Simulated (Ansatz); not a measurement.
Which isomer of C2H4Al gives these data?

These gas-phase data were calculated for one isomer of C2H4Al at B3LYP-D3(BJ)/def2-SVP (harmonic, unscaled wavenumbers; equilibrium rotational constants with average atomic masses):

```
rotational constants            : 46.7, 4.724, 4.407 GHz
all wavenumbers above 1500 cm⁻¹ : 3072, 3040, 3021, 2971
```

Candidates:

(1) `C=[CH][AlH]`, a doublet
(2) `C[CH][Al]`, a doublet

Q: Which structure fits?

A: Candidate (2). No mode falls between 1700 and 2050 cm⁻¹, where the Al–H stretch of (1) would stand.

The same quantities for all candidates:

```tsv
	rotational constants (GHz)	wavenumbers above 1500 cm⁻¹	E above the lowest, B3LYP-D3(BJ)/def2-SVP (kcal/mol)
(1)	39.59, 5.632, 4.93	3172, 3120, 3084, 1812, 1624	0.0
(2)	46.7, 4.724, 4.407	3072, 3040, 3021, 2971	2.8
```

Harmonic stretches to hydrogen usually lie a few per cent above observed fundamentals. Each candidate is one conformer. Open shells are spin-unrestricted. Programs: Ansatz 0.2.0.
